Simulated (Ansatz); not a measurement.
in.yaml

```yaml
crystal:
  periodic: [false, false, false]
  atoms:
    - {symbol: Si, position_ang: [0.000000, 0.000000, 0.000000]}
    - {symbol: Si, position_ang: [0.000000, 0.000000, 1.788000]}
basis:
  gaussian: {orbitals: cc-pVDZ}
magnetization: {spin_polarized: true, initial_magnetization: 0}
hamiltonian: {pseudopotentials: {relativity: scalar}}
correlation: {method: ccsd, electrons: all}
scf: {omitted_lower_state_checks: [cluster_reference]}
output: {forces: true}
```

```sh
$ ansatz run in.yaml --threads 1 --pin off --events-out ev --progress --plain --max-ram 2393MiB
```

The program prints:

```
these checks for a lower state are left out or cut short: cluster_reference
370 factors; integrals over basis functions are off by at most 1.2e-3 eV
mean field evaluation 1: about -15747.1419 eV, gradient 4.8e0 eV
mean field evaluation 2: about -15747.4039 eV, gradient 4.5e0 eV
mean field evaluation 4: about -15747.5981 eV, gradient 3.5e-1 eV
mean field evaluation 8: about -15747.6004 eV, gradient 1.3e-3 eV
mean field evaluation 16: about -15747.7827 eV, gradient 1.3e0 eV
mean field evaluation 32: about -15748.6597 eV, gradient 6.2e-1 eV
mean field evaluation 64: about -15747.6004 eV, gradient 2.4e-5 eV
mean field evaluation 96: about -15746.7384 eV, gradient 7.6e-7 eV
mean field evaluation 128: about -15748.5420 eV, gradient 1.5e-6 eV
mean field evaluation 160: about -15747.9156 eV, gradient 6.0e-1 eV
...
cycle  13  -4.79480762 eV  change    3.1e-5 eV  update   1.1e-4
cycle  14  -4.79481656 eV  change   -8.9e-6 eV  update   4.8e-5
cycle  15  -4.79480994 eV  change    6.6e-6 eV  update   2.3e-5
cycle  16  -4.79481568 eV  change   -5.7e-6 eV  update   1.0e-5
cycle  17  -4.79481503 eV  change    6.5e-7 eV  update   4.4e-6
cycle  18  -4.79481459 eV  change    4.4e-7 eV  update   1.4e-6
cycle  19  -4.79481328 eV  change    1.3e-6 eV  update   6.2e-7
cycle  20  -4.79481308 eV  change    2.0e-7 eV  update   2.5e-7
cycle  21  -4.79481306 eV  change    1.8e-8 eV  update   1.3e-7
cycle  22  -4.79481314 eV  change   -7.3e-8 eV  update   9.1e-8
WARN: the results are in doubt because among natural orbitals full CI differs from the method by -0.103 eV
the calculation of the forces begins
Total energy: -15753.46334038 eV, -578.9290996779 hartree
Relativity: scalar
Atom 0 at     0.000000     0.000000     0.000000 Å, force    -0.000000     0.000000   -11.997916 eV/Å
Atom 1 at     0.000000     0.000000     1.788000 Å, force     0.000000     0.000000    11.997916 eV/Å
Dipole moment:    -0.000000    -0.000000    -0.000000 e Å
In doubt: among natural orbitals full CI differs from the method by -0.103 eV
Checks for a lower state left out: cluster_reference
```

Forces (eV/Å):
```
Si    0.000   0.000 -11.998
Si    0.000   0.000  11.998
```

Ran on 1 thread of Arm Neoverse V1, shared host: 8 s wall, 0.17 GiB peak host memory.
